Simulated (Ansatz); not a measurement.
# BN (triplet): RPA-PBE over vertical spin and charge gaps, 6-31G

Aim: run BN (triplet) with these functionals over vertical spin and charge gaps, and hold them against the top wave-function level at the same points.

The runs use Ansatz 0.2.0, Gaussian basis; 6-31G, all electrons in the functionals, frozen cores in the correlation of double hybrids and RPA.

The runs, in order: RPA-PBE, at charge 0, triplet; charge 0, singlet; charge 0, quintet; charge 1, doublet; charge 1, quartet.

18 further runs of the same task are left out: 5 that didn't finish, 13 set aside as unsound or not needed.

### Step 1. The geometry

The geometry is a PBE0/def2-TZVP stationary point (not a proven minimum).

2 atoms, charge 0, spin multiplicity 3.

Atoms are counted from 1 here; the program's logs count them from 0.

Bond lengths: B1–N2 1.315 Å.

No dispersion term is added.

The geometry shown and the zero of energy belong to the point charge 0, triplet. The yardstick, FCI, and other wave-function levels (R restricted, U unrestricted, valence and pair active spaces) come from earlier runs.

### Step 2. RPA-PBE, charge 0, triplet

Contents of in.yaml:

```yaml
crystal:
  periodic: [false, false, false]
  atoms:
    - {symbol: B, position_ang: [0.000000, 0.000000, 0.000000]}
    - {symbol: N, position_ang: [0.000000, 0.000000, 1.315453]}
basis:
  gaussian: {orbitals: 6-31G}
magnetization: {spin_polarized: true, initial_magnetization: 2}
hamiltonian: {xc: {name: PBE}}
correlation: {method: rpa, electrons: outside_noble_gas}
```

The run is started by

```
$ ansatz run in.yaml --threads 1 --pin off --events-out ev --progress --plain --max-ram 2393MiB
```

The runs that follow: RPA-PBE, charge 0, singlet; RPA-PBE, charge 0, quintet; RPA-PBE, charge 1, doublet; RPA-PBE, charge 1, quartet.

Q: Predict the results of all the runs planned. Wanted: triplet to singlet, FCI; triplet to quintet, FCI; ionisation to the doublet cation, FCI; ionisation to the quartet cation, FCI; largest miss, RPA-PBE.

**Answer**, as computed:

```
                             quantity                               value
              triplet to singlet, FCI                       -5.2 kcal/mol
              triplet to quintet, FCI                      109.8 kcal/mol
ionisation to the doublet cation, FCI                      259.8 kcal/mol
ionisation to the quartet cation, FCI                      258.3 kcal/mol
                largest miss, RPA-PBE  +4.5 kcal/mol (triplet to singlet)
```

RPA-PBE strays by up to 4.5 kcal/mol, at triplet to singlet. RPA-PBE clearly breaks the spin symmetry at some points (⟨S²⟩ up to 0.65 above the pure value), so energy there is bought with a mixed spin. Functionals and the yardstick converge differently with the basis, so part of each miss in 6-31G is the basis.
